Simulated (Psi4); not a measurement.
# One shape, several levels: singlet PO+

We compute a comparison of 6 runs (B3LYP/cc-pVTZ, BLYP/cc-pVTZ, M06-L/cc-pVTZ, PBE/cc-pVTZ, wB97M-V/cc-pVTZ, wB97X/cc-pVTZ) of singlet PO+. 

The results are computed with Psi4 1.11.

1 further run of the same task is left out (it didn't finish).

## (1) Starting point

The species is PO+ (2 atoms), meant as a singlet with charge +1. SMILES of the parent species: `O=[P]`. The coordinates come from a PBE0-D4/def2-TZVP relaxation. That shape belongs to the parent species and isn't relaxed for this state.

Bond lengths: O1–P2 1.474 Å.

## (2) Energy and gradient at B3LYP/cc-pVTZ (run 1)

Input file op.xyz:

```xyz
2
OP
O      0.000000     0.000000    -0.009450
P      0.000000     0.000000     1.464540
```

Input file job.py:

```python
import psi4

psi4.set_memory('2200 MB')
psi4.set_num_threads(1)
psi4.core.set_output_file('psi4.out', False)

with open('op.xyz') as f:
    atoms = ''.join(f.readlines()[2:])
mol = psi4.geometry('1 1\n' + atoms + 'symmetry c1')

psi4.set_options({
    'puream': True,
    'e_convergence': 1e-09,
    'd_convergence': 1e-08,
    'scf_type': 'pk',
    'dft_radial_points': 99,
    'dft_spherical_points': 590,
})

E = psi4.gradient('b3lyp/cc-pVTZ')
print('gradient / Eh bohr^-1')
print(E.np.round(6))
```

Started as:

```console
$ python job.py
```

psi4.out:

```text
[...]
  Running in c1 symmetry.
[...]
  Nuclear repulsion =   43.081204947387704
[...]
  Multiplicity = 1
[...]
  Nalpha       = 11
  Nbeta        = 11
[...]
    Number of basis functions: 64
[...]
   @RKS iter   1:  -416.07175633424760    1.23961e-01   1.12231e-02 ADIIS/DIIS
[...]
   @RKS iter  11:  -416.28588461573162   -7.38964e-13   1.39885e-09 DIIS
[...]
    Orbital Energies [Eh]
    ---------------------
    Doubly Occupied:
       1A    -77.543407     2A    -19.514389     3A     -6.995551
       4A     -5.158812     5A     -5.158812     6A     -5.151783
       7A     -1.352195     8A     -0.873347     9A     -0.708147
      10A     -0.708147    11A     -0.707050
[...]
  @RKS Final Energy:  -416.28588461573162
   => Energetics <=
    Nuclear Repulsion Energy =             43.0812049473877039
    One-Electron Energy =                -652.8962414464748463
    Two-Electron Energy =                 218.8823681256686768
    DFT Exchange-Correlation Energy =     -25.3532162423131737
    Empirical Dispersion Energy =           0.0000000000000000
    VV10 Nonlocal Energy =                  0.0000000000000000
    Total Energy =                       -416.2858846157316179
[...]
 Multipole Moments:
 ------------------------------------------------------------------------------------
     Multipole            Electronic (a.u.)      Nuclear  (a.u.)        Total (a.u.)
 ------------------------------------------------------------------------------------
 L = 1.  Multiply by 2.5417464519 to convert [e a0] to [Debye]
 Dipole X            :         -0.0000000            0.0000000           -0.0000000
 Dipole Y            :          0.0000000            0.0000000            0.0000000
 Dipole Z            :          1.8351605           -0.4665088            1.3686517
 Magnitude           :                                                    1.3686517
[...]
  -Total Gradient:
     Atom            X                  Y                   Z
    ------   -----------------  -----------------  -----------------
       1       -0.000000000000    -0.000000000000    -0.060266351117
       2       -0.000000000000     0.000000000000     0.060266261935
[...]
```

Standard output:

```text
gradient / Eh bohr^-1
[[-0.       -0.       -0.060266]
 [-0.        0.        0.060266]]
```

Wall time 8.1 s (1 thread of Intel Xeon 6975P-C (Granite Rapids), shared host); peak memory 0.63 GiB.

## (3) The energy at BLYP/cc-pVTZ (run 2)

Input file input.json:

```json
{
  "schema_name": "qcschema_input",
  "schema_version": 1,
  "molecule": {
    "schema_name": "qcschema_molecule",
    "schema_version": 2,
    "symbols": ["O", "P"],
    "geometry": [0.0, 0.0, -0.01785791, 0.0, 0.0, 2.7675795],
    "molecular_charge": 1,
    "molecular_multiplicity": 1,
    "fix_symmetry": "c1",
    "fix_com": true,
    "fix_orientation": true
  },
  "driver": "energy",
  "model": {
    "method": "blyp",
    "basis": "cc-pVTZ"
  },
  "keywords": {
    "puream": true,
    "e_convergence": 1e-09,
    "d_convergence": 1e-08,
    "scf_type": "pk",
    "dft_radial_points": 99,
    "dft_spherical_points": 590
  }
}
```

Started as:

```console
$ psi4 --qcschema input.json -n 1 --memory 2200MB
```

stdout:

```text
[...]
  Running in c1 symmetry.
[...]
  Nuclear repulsion =   43.081204973117664
[...]
  Multiplicity = 1
[...]
  Nalpha       = 11
  Nbeta        = 11
[...]
    Number of basis functions: 64
[...]
   @RKS iter   1:  -416.00918667605055    2.59235e-01   1.29017e-02 DIIS/ADIIS
[...]
   @RKS iter  10:  -416.28251512054572   -1.54614e-11   5.28152e-09 DIIS
[...]
    Orbital Energies [Eh]
    ---------------------
    Doubly Occupied:
       1A    -76.839019     2A    -19.157666     3A     -6.741625
       4A     -4.969738     5A     -4.969738     6A     -4.961761
       7A     -1.257060     8A     -0.812390     9A     -0.660269
      10A     -0.660269    11A     -0.652737
[...]
  @RKS Final Energy:  -416.28251512054572
   => Energetics <=
    Nuclear Repulsion Energy =             43.0812049731176643
    One-Electron Energy =                -652.8998042962687123
    Two-Electron Energy =                 224.9684236414199177
    DFT Exchange-Correlation Energy =     -31.4323394388146262
    Empirical Dispersion Energy =           0.0000000000000000
    VV10 Nonlocal Energy =                  0.0000000000000000
    Total Energy =                       -416.2825151205457246
[...]
 Multipole Moments:
 ------------------------------------------------------------------------------------
     Multipole            Electronic (a.u.)      Nuclear  (a.u.)        Total (a.u.)
 ------------------------------------------------------------------------------------
 L = 1.  Multiply by 2.5417464519 to convert [e a0] to [Debye]
 Dipole X            :          0.0000000            0.0000000            0.0000000
 Dipole Y            :          0.0000000            0.0000000            0.0000000
 Dipole Z            :        -38.2706086           41.3708292            3.1002206
 Magnitude           :                                                    3.1002206
[...]
```

The result, in JSON:

```text
{
 "driver": "energy",
 "model": {
  "method": "blyp",
  "basis": "cc-pVTZ"
 },
 "success": true,
 "return_result": -416.2825151205457,
 "properties": {
  "calcinfo_nbasis": 64,
  "calcinfo_nmo": 64,
  "calcinfo_nalpha": 11,
  "calcinfo_nbeta": 11,
  "calcinfo_natom": 2,
  "nuclear_repulsion_energy": 43.081204973117664,
  "return_energy": -416.2825151205457,
  "scf_one_electron_energy": -652.8998042962687,
  "scf_two_electron_energy": 224.96842364141992,
  "scf_xc_energy": -31.432339438814626,
  "scf_dipole_moment": [1.6990582790896679e-15, 3.922156090750747e-16, 3.1002206228704097],
  "scf_total_energy": -416.2825151205457,
  "scf_iterations": 10
 }
}
```

Wall time 3.9 s (1 thread of Intel Xeon 6975P-C (Granite Rapids), shared host); peak memory 0.63 GiB.

Run 3 isn't shown in full; the table further down has it.

## (4) The energy at PBE/cc-pVTZ (run 4)

input.json, as its differences from that of step 3:

```diff
@@ -10,5 +10,3 @@
     "molecular_multiplicity": 1,
-    "fix_symmetry": "c1",
-    "fix_com": true,
-    "fix_orientation": true
+    "fix_symmetry": "c1"
   },
@@ -16,3 +14,3 @@
   "model": {
-    "method": "blyp",
+    "method": "pbe",
     "basis": "cc-pVTZ"
```

Started as:

```console
$ psi4 --qcschema input.json -n 1 --memory 2200MB
```

stdout:

```text
[...]
  Running in c1 symmetry.
[...]
  Nuclear repulsion =   43.081204973117664
[...]
  Multiplicity = 1
[...]
  Nalpha       = 11
  Nbeta        = 11
[...]
    Number of basis functions: 64
[...]
   @RKS iter   1:  -415.80016960375104    2.33883e-01   1.19957e-02 ADIIS/DIIS
[...]
   @RKS iter  11:  -416.04188836876722   -7.38964e-13   1.53915e-09 DIIS
[...]
    Orbital Energies [Eh]
    ---------------------
    Doubly Occupied:
       1A    -76.775615     2A    -19.138109     3A     -6.743857
       4A     -4.964075     5A     -4.964075     6A     -4.955824
       7A     -1.265798     8A     -0.818401     9A     -0.667064
      10A     -0.667064    11A     -0.657346
[...]
  @RKS Final Energy:  -416.04188836876722
   => Energetics <=
    Nuclear Repulsion Energy =             43.0812049731176643
    One-Electron Energy =                -652.8703254315385038
    Two-Electron Energy =                 224.9326732711173804
    DFT Exchange-Correlation Energy =     -31.1854411814637693
    Empirical Dispersion Energy =           0.0000000000000000
    VV10 Nonlocal Energy =                  0.0000000000000000
    Total Energy =                       -416.0418883687672178
[...]
 Multipole Moments:
 ------------------------------------------------------------------------------------
     Multipole            Electronic (a.u.)      Nuclear  (a.u.)        Total (a.u.)
 ------------------------------------------------------------------------------------
 L = 1.  Multiply by 2.5417464519 to convert [e a0] to [Debye]
 Dipole X            :         -0.0000000            0.0000000           -0.0000000
 Dipole Y            :          0.0000000            0.0000000            0.0000000
 Dipole Z            :          1.7212894           -0.4665088            1.2547807
 Magnitude           :                                                    1.2547807
[...]
```

The result, in JSON:

```text
{
 "driver": "energy",
 "model": {
  "method": "pbe",
  "basis": "cc-pVTZ"
 },
 "success": true,
 "return_result": -416.0418883687672,
 "properties": {
  "calcinfo_nbasis": 64,
  "calcinfo_nmo": 64,
  "calcinfo_nalpha": 11,
  "calcinfo_nbeta": 11,
  "calcinfo_natom": 2,
  "nuclear_repulsion_energy": 43.081204973117664,
  "return_energy": -416.0418883687672,
  "scf_one_electron_energy": -652.8703254315385,
  "scf_two_electron_energy": 224.93267327111738,
  "scf_xc_energy": -31.18544118146377,
  "scf_dipole_moment": [-6.795561282654209e-15, 2.231657754226078e-14, 1.2547806627638844],
  "scf_total_energy": -416.0418883687672,
  "scf_iterations": 11
 }
}
```

It took 4.8 s on 1 thread of Intel Xeon 6975P-C (Granite Rapids), shared host; peak memory 0.63 GiB.

Run 5 isn't shown in full; the table further down has it.

## (5) Energy and gradient at wB97X/cc-pVTZ (run 6)

Input file run.py:

```python
import numpy as np
from ase.calculators.psi4 import Psi4
from ase import Atoms

atoms = Atoms(['O', 'P'], positions=[
    [0.000000, 0.000000, -0.009450],
    [0.000000, 0.000000, 1.464540],
])
calc = Psi4(atoms=atoms, method='wb97x', basis='cc-pVTZ', memory='2200MB', num_threads=1, charge=1, multiplicity=1, label='op', reference='rks')
calc.psi4.set_options({'puream': True, 'e_convergence': 1e-09, 'd_convergence': 1e-08, 'scf_type': 'pk', 'dft_radial_points': 99, 'dft_spherical_points': 590})
atoms.calc = calc

forces = atoms.get_forces()
print(f'energy: {atoms.get_potential_energy():.6f} eV')
print('forces / eV A^-1')
print(np.round(forces, 5))
```

Started as:

```console
$ python run.py
```

op.dat:

```text
[...]
  Running in c1 symmetry.
[...]
  Nuclear repulsion =   43.081204947387704
[...]
  Multiplicity = 1
[...]
  Nalpha       = 11
  Nbeta        = 11
[...]
    Number of basis functions: 64
[...]
   @RKS iter   1:  -416.10293591068933   -1.71127e-01   8.73764e-03 ADIIS/DIIS
[...]
   @RKS iter  10:  -416.23749582652789   -2.27942e-11   7.09435e-09 DIIS
[...]
    Orbital Energies [Eh]
    ---------------------
    Doubly Occupied:
       1A    -77.534040     2A    -19.578701     3A     -7.093272
       4A     -5.255270     5A     -5.255270     6A     -5.246666
       7A     -1.472402     8A     -0.983228     9A     -0.809486
      10A     -0.809486    11A     -0.807328
[...]
  @RKS Final Energy:  -416.23749582652789
   => Energetics <=
    Nuclear Repulsion Energy =             43.0812049473877039
    One-Electron Energy =                -652.8877957799136311
    Two-Electron Energy =                 217.1875943596140814
    DFT Exchange-Correlation Energy =     -23.6184993536160555
    Empirical Dispersion Energy =           0.0000000000000000
    VV10 Nonlocal Energy =                  0.0000000000000000
    Total Energy =                       -416.2374958265278906
[...]
 Multipole Moments:
 ------------------------------------------------------------------------------------
     Multipole            Electronic (a.u.)      Nuclear  (a.u.)        Total (a.u.)
 ------------------------------------------------------------------------------------
 L = 1.  Multiply by 2.5417464519 to convert [e a0] to [Debye]
 Dipole X            :         -0.0000000            0.0000000           -0.0000000
 Dipole Y            :         -0.0000000            0.0000000           -0.0000000
 Dipole Z            :          1.8625215           -0.4665088            1.3960127
 Magnitude           :                                                    1.3960127
[...]
  -Total Gradient:
     Atom            X                  Y                   Z
    ------   -----------------  -----------------  -----------------
       1       -0.000000000000    -0.000000000000    -0.077562167770
       2        0.000000000001     0.000000000000     0.078146126700
[...]
```

The script printed:

```text
energy: -11326.399177 eV
forces / eV A^-1
[[ 0.       0.       3.98841]
 [-0.      -0.      -4.01844]]
```

Run time: 10 s. Hardware: 1 thread of Intel Xeon 6975P-C (Granite Rapids), shared host; peak memory 0.69 GiB.

## (6) All runs side by side

```csv
run,level,task,energy (Eh),HOMO energy (eV),LUMO energy (eV),HOMO–LUMO gap (eV),wall time
1,B3LYP/cc-pVTZ,gradient,-416.285885,-19.24,-11.72,7.52,8.1 s
2,BLYP/cc-pVTZ,energy,-416.282515,-17.76,-12.34,5.42,3.9 s
3,M06-L/cc-pVTZ,gradient,-416.252078,-18.08,-12.16,5.92,9 s
4,PBE/cc-pVTZ,energy,-416.041888,-17.89,-12.46,5.42,4.8 s
5,wB97M-V/cc-pVTZ,energy,-416.240972,-21.84,-9.06,12.77,11 s
6,wB97X/cc-pVTZ,gradient,-416.237496,-21.97,-9.06,12.91,10 s
```

## (7) Summary of results

```
                       quantity          value
            run 6: total energy  -416.23750 Eh
             run 6: HOMO energy      -21.97 eV
             run 6: LUMO energy       -9.06 eV
           run 6: HOMO–LUMO gap       12.91 eV
run 6: largest force on an atom     4.018 eV/Å
```

**Reading.** The HOMO–LUMO gap runs from 5.42 eV (BLYP/cc-pVTZ) to 12.91 eV (wB97X/cc-pVTZ). Totals of different functionals can't be ranked against each other. All runs together took 47 s, the longest 11 s.
